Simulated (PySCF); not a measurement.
Bond stretch in HCl, singlet.

Computed with: RHF/6-31G (PySCF); UKS-M06-2X = PySCF with unrestricted M06-2X/6-31G; UKS-PBE = unrestricted PBE/6-31G run with PySCF 2.14.0.

Magnitude of the dipole moment (D; its direction can reverse along the curve, and a method can change to another solution) and Mulliken charge of the fragment that holds Cl1:

```
R / Å  μ RHF  q RHF  μ UKS-M06-2X  q UKS-M06-2X  μ UKS-PBE  q UKS-PBE
-----  -----  -----  ------------  ------------  ---------  ---------
0.96    1.74  -0.11          1.77         -0.11       1.78      -0.12
1.03    1.78  -0.13          1.80         -0.13       1.79      -0.13
1.10    1.81  -0.15          1.81         -0.14       1.80      -0.15
1.16    1.83  -0.17          1.82         -0.16       1.80      -0.16
1.19    1.84  -0.17          1.83         -0.17       1.80      -0.17
1.23    1.85  -0.18          1.83         -0.17       1.80      -0.17
1.28    1.87  -0.19          1.84         -0.18       1.79      -0.18
1.32    1.88  -0.20          1.84         -0.19       1.79      -0.19
1.37    1.90  -0.21          1.85         -0.20       1.79      -0.19
1.42    1.92  -0.22          1.86         -0.20       1.79      -0.20
1.49    1.95  -0.22          1.87         -0.21       1.78      -0.20
1.58    1.99  -0.23          1.90         -0.21       1.79      -0.20
1.72    2.07  -0.24          1.96         -0.22       1.81      -0.20
1.90    2.23  -0.24          2.08         -0.22       1.87      -0.20
2.12    2.47  -0.25          2.12         -0.21       1.98      -0.20
2.30    2.71  -0.25          1.66         -0.16       2.04      -0.19
2.59    3.14  -0.26          1.03         -0.09       1.93      -0.16
2.84    3.52  -0.27          0.67         -0.05       1.73      -0.13
3.10    3.92  -0.27          0.38         -0.03       1.51      -0.11
3.46    4.47  -0.28          0.17         -0.01       1.25      -0.08
3.79    4.95  -0.28          0.07          0.00       1.06      -0.06
4.50    5.88  -0.27          0.01          0.00       0.78      -0.04
5.14    6.60  -0.27          0.00          0.00       0.68      -0.03
```

The restricted form behind RHF keeps the bonding electrons paired and can't separate into open-shell fragments. The unrestricted determinant behind UKS-M06-2X is spin-contaminated at 2.12 to 5.14 Å (<S²> up to 1.0, against 0.00 for a pure singlet). The unrestricted determinant behind UKS-PBE is spin-contaminated at 2.30 to 5.14 Å (<S²> up to 1.0, against 0.00 for a pure singlet).
